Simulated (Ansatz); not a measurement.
Two shapes of singlet H₂O.

Shape 1:

```xyz
3

O     0.0013    0.0002   -0.0037
H     0.5898    0.7628   -0.0052
H     0.5822   -0.7662    0.0050
```

Shape 2:

```xyz
3

O     0.1674   -0.1421    0.1051
H     0.6905    0.8416   -0.0137
H     0.4899   -0.7689    0.0923
```

Basis set: cc-pVDZ (spherical functions). Left uncorrelated: 1 orbital. Charge 0, multiplicity 1.

Computed with Ansatz (development build ahead of 0.2.0); each method stands on the lowest determinant of its kind that the runs found.

Question: Which shape is lower in energy, and by how much in each method?

Answer:

```tsv
method	E(2) − E(1) (eV)
RHF	4.154
RHF-MP2	4.291
```

Shape 1 is lower. Caution: stretched shape with no unrestricted run beside it, a lower state can exist. Caution for RHF-MP2: bonds are stretched, where a single reference can fail.
